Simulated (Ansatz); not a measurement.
The input, for Ansatz 0.2.0:

```yaml
crystal:
  periodic: [false, false, false]
  atoms:
    - {symbol: Al, position_ang: [0.000000, 0.180228, -0.231623]}
    - {symbol: H, position_ang: [0.000000, -3.323975, -1.826144]}
    - {symbol: H, position_ang: [1.018814, -0.750271, 4.013232]}
    - {symbol: H, position_ang: [-1.018814, -0.750271, 4.013232]}
basis:
  gaussian: {orbitals: cc-pVDZ}
magnetization: {spin_polarized: false, initial_magnetization: 2}
correlation: {method: bccd, electrons: valence}
```

```sh
$ ansatz run in.yaml --threads 1 --pin off --events-out ev --progress --plain --max-ram 2393MiB
```

The program prints:

```
314 factors; integrals over basis functions are off by at most 1.5e-3 eV
mean field evaluation 1: about -6618.6629 eV, gradient 8.3e0 eV
mean field evaluation 2: about -6618.6659 eV, gradient 8.3e0 eV
mean field evaluation 4: about -6619.9572 eV, gradient 4.7e0 eV
mean field evaluation 8: about -6620.1916 eV, gradient 2.8e-1 eV
mean field evaluation 16: about -6609.8686 eV, gradient 7.1e0 eV
mean field evaluation 32: about -6620.1923 eV, gradient 6.3e-3 eV
mean field evaluation 64: about -6620.1216 eV, gradient 2.0e-6 eV
mean field evaluation 96: about -6620.1923 eV, gradient 3.0e-6 eV
mean field evaluation 128: about -6620.1211 eV, gradient 8.2e-2 eV
mean field evaluation 160: about -6620.1922 eV, gradient 3.0e-2 eV
...
cycle   4  -4.03861893 eV  change    8.4e-4 eV  update   1.6e-4
cycle   5  -4.03851336 eV  change    1.1e-4 eV  update   6.0e-5
cycle   6  -4.03850981 eV  change    3.6e-6 eV  update   2.8e-5
cycle   7  -4.03850783 eV  change    2.0e-6 eV  update   2.0e-5
cycle   8  -4.03850556 eV  change    2.3e-6 eV  update   1.5e-5
cycle   9  -4.03850811 eV  change   -2.6e-6 eV  update   9.8e-6
cycle  10  -4.03851802 eV  change   -9.9e-6 eV  update   6.5e-6
cycle  11  -4.03850810 eV  change    9.9e-6 eV  update   4.1e-6
cycle  12  -4.03850930 eV  change   -1.2e-6 eV  update   1.9e-6
cycle  13  -4.03850844 eV  change    8.6e-7 eV  update   1.1e-6
WARN: these amplitudes may be one of several solutions (largest doubles amplitude 0.48, level shift 2.77 eV)
Total energy: -6624.23078367 eV, -243.4359912350 hartree
```

Ran on 1 thread of Arm Neoverse V1, shared host: 4.2 s wall, 0.09 GiB peak host memory.
